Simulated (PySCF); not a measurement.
Stepwise substitution at one centre (B F-Br). Gas-phase values, no solvent. Strings in code marks are SMILES.

Method: PySCF with ωB97X-D3(BJ)/def2-TZVP // B3LYP-D3(BJ)/def2-TZVP. All candidates: neutral, multiplicity 1. Delta-SCF ions had no search for a lower state. Excitations are Tamm–Dancoff values on a coarser integration grid. The basis has no diffuse functions, so Rydberg states are missing or too high.

```yaml
vertical ionisation energy (Delta-SCF): 11.91 eV
S1 excitation (TDA): 7.39 eV
dipole_moment: 0.20 D
```

### Question
Which member has these values?
A) `BrB(Br)Br`
B) `FB(F)Br`
C) `FB(F)F`
D) `FB(Br)Br`

### Answer
B, `FB(F)Br`. The others give `BrB(Br)Br`: 10.86 eV, 5.15 eV, 0.00 D; `FB(F)F`: 15.61 eV, 10.96 eV, 0.00 D; `FB(Br)Br`: 11.26 eV, 6.14 eV, 0.25 D
